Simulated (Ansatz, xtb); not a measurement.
**Isomers of CH7Si2+ in order of energy**

3 gas-phase structures of CH7Si2+, found in a search over its isomers (lower ones may exist). Each was relaxed with GFN2-xTB; where two conformers were screened, the lower at r2SCAN-D4/def2-SVP is listed:

A. `[SiH2+]C[SiH3]`, a singlet
B. `C[SiH+][SiH3]`, a singlet
C. `C[SiH2][SiH2+]`, a singlet

Question: Estimate their order in r2SCAN-D4/def2-SVP energy at these geometries, lowest first.

Answer: Calculated order at r2SCAN-D4/def2-SVP: B (0.0), A (3.5), C (7.8) kcal/mol.

Energies above the lowest of each column, in kcal/mol; the last columns are at B3LYP-D3(BJ)/def2-SVP geometries (a dash: not run or not comparable):

| structure | GFN2-xTB | HF/STO-3G | r2SCAN-D4/def2-SVP | B3LYP-D3(BJ)/def2-SVP | CCSD(T)/def2-TZVP |
| --- | --- | --- | --- | --- | --- |
| B | 0.0 | 0.0 | 0.0 | 0.0 | 0.0 |
| A | 0.0 | 13.2 | 3.5 | 3.8 | 2.5 |
| C | 4.7 | 7.0 | 7.8 | 7.4 | – |

Every level run on B puts it lowest or level with the lowest. Some further structures that were screened fall inside this span and aren't listed. Flexible structures stand in one conformer each, not always the lowest. Frequencies (B3LYP-D3(BJ)/def2-SVP) were run for A, B alone.

Programs: Ansatz 0.2.0, xtb 6.7.1.
